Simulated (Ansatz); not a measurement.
Relaxation of BH$_{5}$N (7 atoms, charge 0, multiplicity 2), to a largest force component of 0.03 eV/Å in at most 50 steps.

Method: UKS PBE-D4/def2-mTZVP (Ansatz).

```xyz
7
Properties=species:S:1:pos:R:3:forces:R:3
B 0.016 0.100 -0.100 0.11 0.07 -0.27
H -0.071 -0.272 1.034 -0.06 -0.07 0.13
N 1.252 -0.002 -0.735 0.02 -0.01 -0.02
H 2.083 -0.395 -0.298 -0.01 0.02 0.03
H 1.423 0.305 -1.690 -0.03 -0.01 -0.02
H -0.909 0.566 -0.706 -0.05 0.02 0.01
H 0.122 -0.303 2.885 0.01 -0.01 0.13
```

Where does it end, and by what steps?

It converged. The force dipped under the threshold on the way, but the program's further checks kept it going. After 8 steps the energy has fallen by 0.052 eV; H7 moved furthest, 0.91 Å.

```csv
step,energy less start (eV),largest force component (eV/Å),accepted
0,0.0000,0.269,yes
1,-0.0084,0.115,yes
2,-0.0277,0.283,yes
3,-0.0371,0.155,yes
4,-0.0464,0.105,yes
5,-0.0498,0.015,yes
6,-0.0512,0.078,yes
7,-0.0463,0.292,no
8,-0.0518,0.018,yes
```

```xyz
7
Properties=species:S:1:pos:R:3
B -0.050 0.118 -0.319
H -0.288 -0.309 0.779
N 1.251 0.016 -0.810
H 2.018 -0.399 -0.286
H 1.536 0.351 -1.728
H -0.892 0.627 -1.009
H 0.338 -0.404 3.763
```

Run time: 12 s on 1 thread of Arm Neoverse V2, on a shared host, peak memory 0.12 GiB.
